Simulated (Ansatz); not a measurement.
```yaml
crystal:
  periodic: [false, false, false]
  atoms:
    - {symbol: O, position_ang: [-0.821845, -0.701996, -0.180753]}
    - {symbol: Al, position_ang: [0.806119, -1.092360, 0.292078]}
    - {symbol: Si, position_ang: [-0.233507, 0.879970, -0.140894]}
    - {symbol: H, position_ang: [1.466263, -2.496163, 0.578603]}
    - {symbol: H, position_ang: [-0.273177, 1.585492, -1.451876]}
    - {symbol: H, position_ang: [-0.901654, 1.761057, 0.856743]}
basis:
  gaussian: {orbitals: def2-TZVP, final_grid: {core_spheres: 8, valence_spheres: 7, degree: 23}}
total_charge: -1
magnetization: {spin_polarized: true, initial_magnetization: 1}
hamiltonian: {xc: {name: HF}}
correlation: {active_space: {window: {electrons: 40, orbitals: 30}}}
accuracy: high
output: {forces: true}
```

```sh
$ ansatz run in.yaml --threads 2 --pin off --events-out ev --progress --plain --max-ram 4352MiB
```

How does Ansatz answer? (An estimate is asked.)

The calculation gave: The program refused the input.
```
Error: invalid value for `correlation.active_space`: it starts from restricted Hartree–Fock orbitals; set hamiltonian.xc: hf without magnetization.spin_polarized
```
